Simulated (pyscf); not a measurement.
**Hydrogen abstraction: `[F][N][F]` [doublet] + `[SiH4]` → `[F][NH][F]` + `[SiH3]` [doublet]**

Gas phase, doublet surface, charge 0. Bonds broken: Si4–H5. Bonds formed: N2–H5. Single points on ωB97X-D3(BJ)/def2-SVP structures (PySCF, gas phase).

Transition state (Å):

```xyz
8

F      0.6045     1.8052    -0.5656
N      0.9722     0.5710    -1.0171
F      2.0542     0.2587    -0.2471
Si    -0.9846    -0.8616     0.7650
H      0.0935    -0.1353    -0.4547
H     -0.7415    -2.3318     0.8098
H     -2.3958    -0.5586     0.3917
H     -0.6244    -0.2200     2.0609
```

One imaginary mode, 1895i cm⁻¹; descent along it reached the two sides named.

```json
[
 {"bond": "Si4–H5", "change": "breaks", "reactant side (Å)": "1.489", "saddle": "1.783", "product side": "2.9"},
 {"bond": "N2–H5", "change": "forms", "reactant side (Å)": "3.6", "saddle": "1.260", "product side": "1.034"}
]
```

Electronic energies relative to the separated reactants (kcal/mol):

```tsv
level	barrier	reaction energy
ωB97X-D3(BJ)/def2-TZVP	24.6	+19.8
PBE/def2-TZVP	15.4	+16.3
r²SCAN/def2-TZVP	18.8	+18.0
B3LYP-D3(BJ)/def2-TZVP	20.7	+18.0
PBE0-D3(BJ)/def2-TZVP	19.7	+16.4
M06-2X/def2-TZVP	21.7	+13.7
ωB97M-D3(BJ)/def2-TZVP	24.1	+17.5
HF/def2-TZVP	43.1	+22.7
```

With ωB97M-D3(BJ)/def2-TZVP energies and thermal terms (ideal gas, 1 atm, RRHO with modes under 100 cm⁻¹ raised to 100, one conformer, R ln 2 for rigid chiral ones), in kcal/mol:

| T (K) | ΔH‡ | ΔG‡ | ΔH | ΔG |
|---|---|---|---|---|
| 298 | 23.0 | 31.1 | +19.8 | +18.7 |
| 600 | 23.8 | 39.0 | +19.7 | +17.6 |
| 900 | 24.7 | 46.4 | +19.4 | +16.7 |
| 1200 | 25.5 | 53.5 | +19.2 | +15.8 |

At PBE this geometry lies under the product side: in single points on another level's saddle the reverse barrier vanishes, and the forward threshold there is about the reaction energy. One saddle was located; it need not be the lowest between these sides. The angle at the transferred H is 163°.
